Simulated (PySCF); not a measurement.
NO₂, multiplicity 2. Atoms are numbered in the order given.

```xyz
3

O      0.0000     1.0931     0.1396
N      0.0000     0.0000    -0.3192
O      0.0000    -1.0931     0.1396
```
Charge 0, spin multiplicity 2.

Geometry: ωB97X-D3(BJ)/def2-TZVP. The isomer is the one that the SMILES or the coordinates give; other isomers of the formula were not compared.

Method: ωB97X/def2-TZVPD (PySCF).

The molecule is in vacuum.

Computed frontier levels, dipole moment and polarisability:
```
Quantity                                                                                                         Value
---------------------------------------------------------------------------------------------  -----------------------
α spin, highest occupied and lowest empty level                                                     -10.80 and 0.14 eV
β spin, highest occupied and lowest empty level                                                    -12.33 and -1.55 eV
dipole moment                                                                                                   0.38 D
quadrupole, principal values (traceless, Buckingham form, about the centre of nuclear charge)    -2.68, 0.78, 1.90 D·Å
mean static polarisability                                                                        18.7 bohr³ (2.77 Å³)
polarisability, principal values                                                                12.4, 14.6, 28.9 bohr³
⟨S²⟩                                                                                           0.754 (pure state 0.75)
```
